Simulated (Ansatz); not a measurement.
**BNH₄ + H₂O: a complex and its separated parts**

Aim: how far the complex at one end of a reaction step lies below its separated, relaxed parts, level by level.

The runs use Ansatz 0.2.0, Gaussian basis; PBE0-D4/def2-TZVP structures, single points in def2-TZVPP, no counterpoise correction.

Levels: SPW92, PBE-D4, BLYP-D4, r2SCAN-D4, B97M-V, PBE0-D4, B3LYP-D4, r2SCAN0-D4, BHLYP-D4, CAM-B3LYP-D4, wB97X-V, wB97M-V, B2PLYP, PBE-QIDH, RPA on PBE, Hartree-Fock, MP2, CCSD, CCSD(T).

Cores are frozen in the correlated methods. B3LYP uses VWN-RPA correlation. B2PLYP carries no dispersion term here.

21 further runs of the same task are left out: 21 set aside as unsound or not needed.

## Step 1: The system as given

The complex: 9 atoms, charge 0, spin multiplicity 1.

Atoms are counted from 1 here; the program's logs count them from 0.

Bond lengths: B1–H3 1.201 Å, B1–H4 1.198 Å, B1–N6 1.382 Å, O2–H5 0.961 Å, O2–H7 0.961 Å, N6–H8 1.012 Å, N6–H9 1.006 Å. Angles: H3–B1–H4 121.3°, H3–B1–N6 118.8°, H4–B1–N6 119.9°, H5–O2–H7 105.0°, B1–N6–H8 122.5°, B1–N6–H9 122.9°, H8–N6–H9 114.6°.

As a file:

```
B    -1.4669   -0.0264    0.4273
O     1.9039    0.0079   -1.1080
H    -1.5124   -0.0928   -0.7708
H    -2.4657   -0.0238    1.0894
H     1.5936    0.7265   -1.6650
N    -0.2323    0.0480    1.0430
H     1.6661   -0.7942   -1.5802
H     0.6360    0.0489    0.5230
H    -0.1223    0.1059    2.0411
```

Its parts: BNH₄ holds atoms 1, 3, 4, 6, 8, 9; H₂O holds atoms 2, 5, 7. Each part counts its atoms afresh in its own runs.

## Step 2: Relaxing BNH₄ alone

Input file relax-a/in.yaml:

```yaml
crystal:
  periodic: [false, false, false]
  atoms:
    - {symbol: B, position_ang: [-1.466861, -0.026406, 0.427339]}
    - {symbol: H, position_ang: [-1.512440, -0.092798, -0.770750]}
    - {symbol: H, position_ang: [-2.465696, -0.023818, 1.089409]}
    - {symbol: N, position_ang: [-0.232331, 0.048018, 1.043018]}
    - {symbol: H, position_ang: [0.635978, 0.048940, 0.523026]}
    - {symbol: H, position_ang: [-0.122256, 0.105867, 2.041138]}
basis:
  gaussian: {orbitals: def2-TZVP}
hamiltonian: {xc: pbe0, dispersion: d4}
relax: {f_tol: 0.005, max_steps: 200}
```

No record of the launch command was kept for these runs.

The runs that follow: Relaxing H₂O alone; wB97M-V/def2-TZVPP; CCSD(T)/def2-TZVPP; Vibrations of BNH₄; Vibrations of H₂O.

Before running it: what results should come out? Wanted: complex less parts, CCSD(T)/def2-TZVPP; with zero-point energy; largest T1 diagnostic.

The runs gave:

| quantity | value |
| --- | --- |
| complex less parts, CCSD(T)/def2-TZVPP | -4.6 kcal/mol |
| with zero-point energy | -3.1 kcal/mol |
| largest T1 diagnostic | 0.012 |

What this shows: At CCSD(T) the complex lies 4.6 kcal/mol below its parts. Among the functionals BHLYP-D4 lands nearest to CCSD(T) (-0.1 kcal/mol) and SPW92 farthest (-3.0 kcal/mol). wB97X-V is as near within the digits shown. Mean unsigned error by rung: LDA 3.0, GGA 0.7, meta-GGA 0.4, hybrid 0.3, range-separated hybrid 0.3, double hybrid 0.2 kcal/mol. PBE-D4 gives a relative energy 1.0 kcal/mol too low, inside chemical accuracy (1 kcal/mol). No counterpoise was applied, and triple zeta lacks some correlation, so the CCSD(T) reference has a basis error of its own, and close matches with it are partly luck.
